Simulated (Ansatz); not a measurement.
# Match the barriers

Saddle point of CH$_{8}$SSi, singlet (SiH₄S ([SiH3][SH]) + CH₄ → CH₆Si ([CH3][SiH3]) + H₂S; bonds formed: Si1–C7, S2–H6; bonds broken: Si1–S2, H6–C7), PBE0-D4/def2-TZVP structure:

| atom | x (Å) | y (Å) | z (Å) |
| --- | --- | --- | --- |
| Si1 | -0.1270 | 0.0534 | -1.0680 |
| S2 | 1.3330 | -1.7350 | 0.0000 |
| H3 | 1.1258 | 0.6183 | -1.6168 |
| H4 | -1.1014 | 1.1757 | -1.3150 |
| H5 | -0.8207 | -1.1072 | -1.6677 |
| H6 | 0.1825 | -0.4903 | 0.6085 |
| C7 | -0.6163 | 0.4641 | 0.9861 |
| H8 | 2.3630 | -0.9251 | 0.2976 |
| H9 | -1.6930 | 0.3612 | 0.8628 |
| H10 | -0.3454 | 0.0792 | 1.9775 |
| H11 | -0.3005 | 1.5058 | 0.9350 |

Ansatz 0.2.0; basis: def2-TZVPP, with def2-QZVPP for the basis limit; cores frozen in the correlated methods. B3LYP uses VWN-RPA correlation. Extrapolation: Hartree–Fock as exp(−7.88 √X), correlation as X^−2.97. Four methods, as single points on the PBE0-D4 structures, gave these electronic barriers from the start structure: 2.890, 3.033, 3.124, 3.900 eV.

(1) The methods were, in alphabetical order, B3LYP-D4, BLYP-D4, CCSD(T), HF. Which gave which? (A judgement: the text doesn't fix the answer.)

No T1 diagnostic of these runs exceeds 0.012.

Answers

(1) The calculation gives: BLYP-D4 2.890; B3LYP-D4 3.033; CCSD(T) 3.124; HF 3.900 eV. For comparison, CCSD(T) at an estimated basis limit (MP2 extrapolated from triple and quadruple zeta, plus CCSD(T) − MP2 in triple zeta) gives 3.073 eV.

Labels in which every atom is bracketed show which atoms are joined, not bond orders.

For scale, one of the runs: CCSD(T)/def2-TZVPP, 227 basis functions, launched by `ansatz run in.yaml --threads 4 --pin off --events-out ev --progress --plain --max-ram 9574MiB`. The run took 53 s on 4 CPU threads of an Arm Neoverse V2 (shared host), with 3.5 GiB of host memory at its peak.
